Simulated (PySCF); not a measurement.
# N2H2: a look at the electrons

Aim: take N2H2 and see where an electron leaves and enters, measure its response to a uniform field and pull one bond apart with RHF, UHF and CASSCF.

Method: levels as typed in each script, gas phase, geometry from GFN2-xTB; program: PySCF 2.14.0.

## Step 1: The starting structure

SMILES `N=N`, 4 atoms, charge 0, spin multiplicity 1.

Bond lengths: N1–N2 1.234 Å, N1–H3 1.035 Å, N2–H4 1.035 Å. Angles: N2–N1–H3 109.5°, N1–N2–H4 109.5°.

As a file:

```xyz
4
H2N2
N     0.58795    0.18784    0.00000
N    -0.58795   -0.18784    0.00000
H     1.21443   -0.63659    0.00000
H    -1.21443    0.63659    0.00000
```

## Step 2: Removing and adding an electron (B3LYP/cc-pvtz)

File input.py:

```python
import numpy as np
from pyscf import gto, scf, dft
from pyscf.scf import atom_ks, atom_hf
from scipy.linalg import block_diag

def solve(mol, dm0=None, hcore=None):
    mf = (dft.UKS if mol.spin else dft.RKS)(mol, xc='b3lyp')
    mf.grids.level = 3
    mf = mf.density_fit(auxbasis='def2-universal-jkfit')
    mf.conv_tol, mf.max_cycle = 1e-8, 80
    if hcore is not None:
        mf.get_hcore = lambda *args: hcore
    mf.kernel(dm0)
    if not mf.converged:
        mf = mf.newton().run(mf.mo_coeff, mf.mo_occ, max_cycle=30)
    assert mf.converged, 'SCF not converged'
    return mf

mol = gto.M(atom='''
N      0.58795     0.18784     0.00000
N     -0.58795    -0.18784     0.00000
H      1.21443    -0.63659     0.00000
H     -1.21443     0.63659     0.00000
''', basis='cc-pvtz', charge=0, spin=0, verbose=4)
mf = solve(mol)
out = dict(e0=mf.e_tot, dm0=mf.make_rdm1(), c=mf.mo_coeff, occ=mf.mo_occ, eps=mf.mo_energy)
for name, dq, spin in [('cation', 1, 1), ('anion', -1, 1)]:
    ion = mol.copy().set(charge=mol.charge + dq, spin=spin).build()
    mi = solve(ion)
    if spin and dq > 0 and mol.nao < 130:
        c, _, stable, _ = mi.stability(return_status=True)
        if not stable:
            mi = solve(ion, mi.make_rdm1(c, mi.mo_occ))
    print(name, 'vertical energy change / eV', (mi.e_tot - mf.e_tot) * 27.211386)
    out.update({'e_' + name: mi.e_tot, 'dm_' + name: mi.make_rdm1(), 's2_' + name: mi.spin_square()[0], 'eps_' + name: mi.mo_energy, 'occ_' + name: mi.mo_occ})
# spherically averaged free atoms, for the promolecule
atm = atom_ks.get_atm_nrks(mol, xc='b3lyp')
pro = block_diag(*[(atm[a[0]][2] * atm[a[0]][3]) @ atm[a[0]][2].T for a in mol._atom])
np.savez('result.npz', pro=pro, **out)
```

Launch:

```sh
$ OMP_NUM_THREADS=1 python input.py
```

## Step 4: Response to an electric field (HF/aug-cc-pvdz)

File input.py:

```python
import numpy as np
from pyscf import gto, scf, dft
from pyscf.scf import atom_ks, atom_hf
from scipy.linalg import block_diag

def solve(mol, dm0=None, hcore=None):
    mf = scf.UHF(mol) if mol.spin else scf.RHF(mol)
    mf = mf.density_fit(auxbasis='def2-universal-jkfit')
    mf.conv_tol, mf.max_cycle = 1e-8, 80
    if hcore is not None:
        mf.get_hcore = lambda *args: hcore
    mf.kernel(dm0)
    if not mf.converged:
        mf = mf.newton().run(mf.mo_coeff, mf.mo_occ, max_cycle=30)
    assert mf.converged, 'SCF not converged'
    return mf

mol = gto.M(atom='''
N      0.58795     0.18784     0.00000
N     -0.58795    -0.18784     0.00000
H      1.21443    -0.63659     0.00000
H     -1.21443     0.63659     0.00000
''', basis='aug-cc-pvdz', charge=0, spin=0, verbose=4)
field = np.array([0.004, 0.0, 0.0])  # atomic units
mol.set_common_orig(mol.atom_charges() @ mol.atom_coords() / mol.atom_charges().sum())
mf = solve(mol)
out = dict(dm0=mf.make_rdm1(), d0=mf.dip_moment(unit='AU'), e0=mf.e_tot)
for name, sign in (('p', 1), ('m', -1)):
    h = mf.get_hcore() + sign * np.einsum('x,xij->ij', field, mol.intor('int1e_r'))
    mi = solve(mol, mf.make_rdm1(), h)
    out.update({'dm' + name: mi.make_rdm1(), 'd' + name: mi.dip_moment(unit='AU'), 'e' + name: mi.e_tot})
# spherically averaged free atoms, for the promolecule
atm = scf.atom_hf.get_atm_nrhf(mol)
pro = block_diag(*[(atm[a[0]][2] * atm[a[0]][3]) @ atm[a[0]][2].T for a in mol._atom])
np.savez('result.npz', pro=pro, **out)
```

## Step 6: Stretching a bond (def2-tzvp)

File input.py:

```python
import numpy as np
from pyscf import gto, scf, mcscf

mol = gto.M(atom='''
N      0.58795     0.18784     0.00000
N     -0.58795    -0.18784     0.00000
H      1.21443    -0.63659     0.00000
H     -1.21443     0.63659     0.00000
''', basis='def2-tzvp', charge=0, spin=0, verbose=4)
# stretch the bond between atoms 1 and 2, from long to short, fragments rigid
a, b, move = 0, 1, [1, 3]
xyz = mol.atom_coords(unit='Angstrom')
u = xyz[b] - xyz[a]
r0 = np.linalg.norm(u)
rows, last, dm_u = [], None, None
for r in [3.5, 2.75, 2.25, 1.94, 1.69, 1.5, 1.37, 1.25, 1.15]:
    new = xyz.copy()
    new[move] += u / r0 * (r - r0)
    m = mol.set_geom_(new, unit='Angstrom', inplace=False)
    rhf = scf.RHF(m).density_fit(auxbasis='def2-universal-jkfit').run()
    uhf = scf.UHF(m).density_fit(auxbasis='def2-universal-jkfit').newton()
    if dm_u is None:
        c = rhf.mo_coeff
        h = m.nelectron // 2 - 1
        ca, cb = c.copy(), c.copy()
        ca[:, h], cb[:, h] = (c[:, h] + c[:, h + 1]) / 2**.5, (c[:, h] - c[:, h + 1]) / 2**.5
        dm_u = np.array([x[:, :h + 1] @ x[:, :h + 1].T for x in (ca, cb)])
    uhf.kernel(dm0=dm_u)
    for _ in range(3):
        c, _, stable, _ = uhf.stability(return_status=True)
        if stable:
            break
        uhf.kernel(c, uhf.mo_occ)
    dm_u = uhf.make_rdm1()
    mc = mcscf.CASSCF(rhf, 4, 4)
    mc.natorb = True
    mc.fix_spin_(ss=0)
    guess = mcscf.addons.make_natural_orbitals(uhf)[1] if last is None else mcscf.project_init_guess(mc, last.mo_coeff, last.mol)
    mc.kernel(guess)
    last = mc
    act = slice(mc.ncore, mc.ncore + mc.ncas)
    print('r %.3f  RHF %.6f  UHF %.6f  <S^2> %.3f  CASSCF %.6f  occupations' % (r, rhf.e_tot, uhf.e_tot, uhf.spin_square()[0], mc.e_tot), mc.mo_occ[act].round(4))
    rows.append((new, rhf.e_tot, uhf.e_tot, uhf.spin_square()[0], mc.e_tot, mc.mo_occ[act], mc.mo_coeff[:, act], dm_u[0] - dm_u[1], rhf.converged and uhf.converged and mc.converged))
    np.savez('result.npz', **{k: [row[i] for row in rows] for i, k in enumerate('xyz rhf uhf s2 cas occ c spin ok'.split())})
```

(Steps that only read results are left out.)

Before running it: what results should come out? Wanted: vertical ionisation energy; vertical electron affinity; polarisability along the field.

The runs gave:

```
                                                quantity            value
              vertical ionisation energy (B3LYP/cc-pvtz)          9.98 eV
              vertical electron affinity (B3LYP/cc-pvtz)         -1.55 eV
         polarisability along the field (HF/aug-cc-pvdz)       25.2 bohr³
cost of the stretch to 3.5 Å, CASSCF and RHF (def2-tzvp)  4.6 and 15.8 eV
```

What this shows: The ionisation energy from two SCF runs, 9.98 eV, lies 3.4 eV above −ε(HOMO) = 6.57 eV of the same level, B3LYP/cc-pvtz, since self-interaction lifts this functional's HOMO. RHF rises too steeply at long distance, since it keeps both electrons in one orbital and so mixes in ionic fragments. The geometry was not optimised at these levels.
